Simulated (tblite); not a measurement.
# Cl2HNa: the cost of one run

Computed with tblite 0.8.0 and PySCF 2.14.0; each step states its level. No surroundings beyond the atoms listed, unless a continuum is named. Atoms count from 0, parts from 1.

### 1 The system as given

4 atoms, charge 0, multiplicity 1; geometry: rigid parts in contact. Parts: 1 = atoms 0–1, `[Na][Cl]`, charge 0; 2 = atoms 2–3, `Cl`, charge 0.

### 2 Docking the parts with GFN2-xTB

What the job is given:

```
{"job": {"kind": "dock", "xc": "GFN2-xTB", "basis": "xTB"}, "charge": 0, "multiplicity": 1, "parts": [{"atoms": "0-1", "charge": 0, "multiplicity": 1}, {"atoms": "2-3", "charge": 0, "multiplicity": 1}]}
Na    -1.039368     0.425091     0.001729
Cl     1.039368    -0.425091    -0.001729
Cl     0.872081     2.654732    -0.687331
H      1.451604     1.649776    -0.152965
```

Level: GFN2-xTB search for minima from random contacts, gas phase.

Command:

```bash
> OMP_NUM_THREADS=1 python cluster_run.py task.json out
```

One launch serves the whole session: the jobs run in the order shown.

**Question.** How long does this first job take on 1 thread of AMD EPYC 9B14, shared host?

About 1.7 s.
